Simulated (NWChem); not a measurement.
Species: propene (C$_{3}$H$_{6}$); SMILES C=CC

All runs: NWChem. Pople sets run with spherical d functions. All runs use the structure optimised with PBE0/def2-SVP. B3LYP is NWChem's, with the RPA form of VWN correlation.

### Question
What does the run give for B3LYP/6-31G*? Quantities: highest occupied level (eV); orbital gap (eV); dipole (D).

### Answer
```
Property                     Result
---------------------------  ------
highest occupied level (eV)   -6.79
orbital gap (eV)               7.55
dipole (D)                     0.37
```
